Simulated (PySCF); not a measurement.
# C5H3N ((Z)-pent-2-en-4-ynenitrile): the cost of one run

The runs use PySCF 2.14.0, with density-fitted response routines of our own; the level of theory stands in each step. All values are computed, except where a source is named. Atoms are numbered from 0 throughout.

### 1 Starting geometry

9 atoms, charge 0, multiplicity 1; geometry from: GFN2-xTB. The atoms were then displaced at random by about 0.01 Å, so the start is not that level's minimum.

Bonds of the start (Å): C0–C1 1.22, C1–C2 1.42, C2–C3 1.30, C3–C4 1.39, C4–N5 1.16, C0–H6 1.05, C2–H7 1.07, C3–H8 1.11.

### 2 Geometry optimisation at PBE0-D3(BJ)/def2-SVP

The job: settings as JSON, then the geometry in Å.

```
{"job": {"xc": "PBE0", "basis": "def2-SVP", "d3": "d3bj", "grid": 1, "shake": 0.01, "kind": "geom"}, "charge": 0, "multiplicity": 1}
C      2.249560     0.013310     0.114040
C      1.107790    -0.385710    -0.046090
C     -0.204760    -0.887940    -0.235450
C     -1.261810    -0.154120    -0.038090
C     -1.263490     1.182430     0.361000
N     -1.258380     2.292210     0.701140
H      3.209550     0.409920     0.247170
H     -0.239180    -1.914430    -0.544890
H     -2.281470    -0.572830    -0.165320
```

The run is started by

```sh
$ OMP_NUM_THREADS=1 python probes_run.py task.json out
```

This one command runs all jobs of the session in turn.

Q: Estimate the wall time and peak memory of this first job on 1 thread of Intel Xeon Platinum 8259CL at 2.50GHz, shared host.

About 31 s, with a peak of 0.4 GiB.
